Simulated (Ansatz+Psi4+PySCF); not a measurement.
doublet PH3(+): levels of theory in one basis

```yaml
atoms:
  - { symbol: P, position_ang: [0.0201, -0.0132, 0.1426] }
  - { symbol: H, position_ang: [-0.0172, 1.2160, -0.6423] }
  - { symbol: H, position_ang: [1.0227, -0.5756, -0.6227] }
  - { symbol: H, position_ang: [-1.0146, -0.5900, -0.6357] }
```

Basis set: cc-pVTZ on H; cc-pV(T+d)Z on P (spherical functions). Left uncorrelated: 5 orbitals. Correlation on ROHF uses semicanonical orbitals with singles. Charge 1, multiplicity 2.

Computed with Ansatz (development build ahead of 0.2.0) and Psi4 1.11; each method stands on the lowest determinant of its kind that the runs found.

```tsv
method	E − E(ROHF) (eV)	<S²> of the determinant
ROHF	0.00	0.75
UHF	-0.06	0.76
ROHF-MP2	-3.69	–
UHF-MP2	-3.70	0.76
```
